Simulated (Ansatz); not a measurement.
# Ge–O–GeH, doublet in cc-pVDZ: errors against UCCSDT(Q)

Geometry: displaced at random from a stationary point.

```tsv
atom	x (Å)	y (Å)	z (Å)
Ge	0.0645	-0.3628	2.2452
O	-0.1002	-0.2976	0.5164
Ge	-0.0237	-0.4403	-1.2867
H	0.0593	1.1007	-1.4749
```

Basis cc-pVDZ; Ansatz 0.2.0. Only valence electrons are correlated (noble-gas cores and the filled d shells of p-block atoms frozen), which leaves 15 electrons in 44 orbitals. R marks a restricted (for open shells ROHF) determinant, U an unrestricted one. Active spaces: frontier = (9e, 9o) about the gap. No spin–orbit coupling is included, and no scalar relativity.

Full CI isn't at hand for all of this; UCCSDT(Q) serves as the reference, and is uncertain by about the last step of the cluster series. The frozen core follows each run's orbitals, which can shift R against U totals by a few meV for light atoms and by up to 0.1 eV past Ca.

The UHF ⟨S²⟩ is 0.765, the T1 diagnostic (RCCSD) is 0.0366 and the largest doubles amplitude (RCCSD) is 0.067. The T1 diagnostic (UCCSD) is 0.0361.

```csv
level,E − E(UHF) (eV)
UMP2,-8.7304
UCCSD,-9.4938
UCCSD(T),-9.8160
```

Task: Estimate how far UCCSDT(Q) in cc-pVDZ lies from UCCSD(T). The table doesn't fix it; the size of (T) and the diagnostics are the guide.

Result: UCCSDT(Q) in cc-pVDZ lies 7.4 kJ/mol below UCCSD(T), which is 24 % of the (T) step (-31.1 kJ/mol). T1 is raised, but (T) still catches most of what CCSD lacks. The miss exceeds 1 kcal/mol.

The other levels:

| level | E − E(UCCSDT(Q)) (kJ/mol) | wall time |
| --- | --- | --- |
| UCCSDT | 4.0 | – |

Run but not shown, since their state, orbitals or frozen core can't be matched to the reference's or they repeat it: RHF, RMP2, RCCSD, RCCSD(T), BCCD(T), RCCSDT, RCCSDT(Q), CASSCF (frontier space), NEVPT2 (frontier space), MRCISD (frontier space), MRCISD+Q (frontier space).
